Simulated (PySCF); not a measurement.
# O: ionisation energy

O [He] 2s2 2p4 [2p1/2^2 2p3/2^2, M_J = 2] → O⁺ [He] 2s2 2p3 [2p1/2^2 2p3/2^1, M_J = 3/2], as a difference of total energies. Computed with PySCF 2.14 in x2c-TZVPPall-2c, with the two-component X2C-1e Hamiltonian. Correlated levels: 1s2 frozen. "Screened" scales the spin-orbit matrix elements by Boettger's factors to mimic the two-electron term; Breit and QED terms are absent.

```tsv
method	ionisation energy (eV)	error (eV)
GHF (spin-free)	11.907	-1.711
GMP2 (spin-free)	13.245	-0.373
GHF (screened spin-orbit)	11.917	-1.701
GMP2 (screened spin-orbit)	13.255	-0.363
```

Reference: 13.618 eV (measured; NIST Atomic Spectra Database, ionization energies).

Errors of the correlated levels include the incompleteness of this basis and the frozen core.

The labels give the starting determinants; with spin-orbit coupling the two ends relaxed to ⟨J²⟩ = 6.01, ⟨L²⟩ = 2.00, ⟨S²⟩ = 2.01 and ⟨J²⟩ = 3.76, ⟨L²⟩ = 0.00, ⟨S²⟩ = 3.76.
